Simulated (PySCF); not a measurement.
# One molecule, many functionals

Species: streptocyanine-1, CH5N2 (charge +1).
Geometry (PBE0-D3(BJ)/def2-SVP, Å), atoms numbered from 1 in this order:
```
atom  x, y, z in Å
N1     1.161    0.200    0.066
C2     0.003   -0.402    0.142
N3    -1.157    0.131   -0.143
H4     1.267    1.167   -0.230
H5     2.010   -0.301    0.310
H6     0.004   -1.447    0.472
H7    -1.265    1.092   -0.458
H8    -2.005   -0.421   -0.053
```

Linear-response calculations in the def2-SVPD basis (PySCF; singlets by full response, triplets Tamm–Dancoff, core orbitals frozen in the response; HF means time-dependent Hartree–Fock). 'Strongest' is the level of largest summed f among the singlets computed (10 roots, of which the last may lack a degenerate partner); it can jump between rows when another state enters that window. S1 is the lowest singlet of each run and needn't be the same state throughout; f(S1) is that of one state. Geometry: PBE0-D3(BJ)/def2-SVP; no solvent, vibrations or thermal averaging.

```json
{"functional": "LDA", "kind": "LDA", "S1 (eV)": "7.44", "f(S1)": "0.327", "strongest (eV)": "7.44", "T1 (eV)": "5.14", "HOMO (eV)": "-13.22", "gap (eV)": "5.63", "ionisation energy, ΔSCF (eV)": "17.21"}
{"functional": "PBE", "kind": "GGA", "S1 (eV)": "7.47", "f(S1)": "0.327", "strongest (eV)": "7.47", "T1 (eV)": "5.05", "HOMO (eV)": "-13.07", "gap (eV)": "5.69", "ionisation energy, ΔSCF (eV)": "16.94"}
{"functional": "B3LYP", "kind": "global hybrid, 20% exact exchange", "S1 (eV)": "7.57", "f(S1)": "0.342", "strongest (eV)": "7.57", "T1 (eV)": "5.14", "HOMO (eV)": "-14.18", "gap (eV)": "7.61", "ionisation energy, ΔSCF (eV)": "16.99"}
{"functional": "PBE0", "kind": "global hybrid, 25% exact exchange", "S1 (eV)": "7.67", "f(S1)": "0.349", "strongest (eV)": "7.67", "T1 (eV)": "5.15", "HOMO (eV)": "-14.41", "gap (eV)": "8.13", "ionisation energy, ΔSCF (eV)": "16.92"}
{"functional": "BHandHLYP", "kind": "global hybrid, 50% exact exchange", "S1 (eV)": "7.84", "f(S1)": "0.362", "strongest (eV)": "7.84", "T1 (eV)": "5.32", "HOMO (eV)": "-15.67", "gap (eV)": "10.57", "ionisation energy, ΔSCF (eV)": "16.76"}
{"functional": "CAM-B3LYP", "kind": "range-separated hybrid", "S1 (eV)": "7.60", "f(S1)": "0.349", "strongest (eV)": "7.60", "T1 (eV)": "5.16", "HOMO (eV)": "-15.80", "gap (eV)": "10.70", "ionisation energy, ΔSCF (eV)": "17.03"}
{"functional": "wB97X-D", "kind": "range-separated hybrid", "S1 (eV)": "7.67", "f(S1)": "0.355", "strongest (eV)": "7.67", "T1 (eV)": "5.27", "HOMO (eV)": "-16.30", "gap (eV)": "11.92", "ionisation energy, ΔSCF (eV)": "16.99"}
{"functional": "LC-wPBE", "kind": "range-separated hybrid", "S1 (eV)": "7.66", "f(S1)": "0.360", "strongest (eV)": "7.66", "T1 (eV)": "5.16", "HOMO (eV)": "-17.18", "gap (eV)": "13.33", "ionisation energy, ΔSCF (eV)": "17.11"}
{"functional": "HF", "kind": "Hartree–Fock", "S1 (eV)": "8.37", "f(S1)": "0.394", "strongest (eV)": "8.37", "T1 (eV)": "5.75", "HOMO (eV)": "-17.67", "gap (eV)": "15.60", "ionisation energy, ΔSCF (eV)": "not settled"}
```

S1 runs from 7.44 eV (LDA) to 8.37 eV (HF), a spread of 0.93 eV, while the orbital gap spreads over 10.0 eV. Along PBE (0%), B3LYP (20%), PBE0 (25%), BHandHLYP (50%), HF (100%) S1 rises with the share of exact exchange. −ε(HOMO) comes closest to its own ΔSCF ionisation energy with LC-wPBE (+0.07 eV) and misses most with LDA (-4.00 eV). The lowest triplet of a reference set is 3B2(π→π*) at 5.52 eV (computed, theoretical best estimate (aug-cc-pVTZ, frozen core, CC3 geometry), gas; Veril, Scemama, Caffarel, Lipparini, Boggio-Pasqua, Jacquemin, Loos, WIREs Comput. Mol. Sci. 2021, 11, e1517 (QUESTDB)). The lowest computed triplet differs from it by BHandHLYP -0.20, HF +0.23, wB97X-D -0.25, CAM-B3LYP -0.36, LC-wPBE -0.36, PBE0 -0.37, LDA -0.38, B3LYP -0.38, PBE -0.47 eV; geometry and basis of the reference needn't be the same. 'Not settled' means that the ion's SCF failed to converge or may have ended in another state than the lowest.
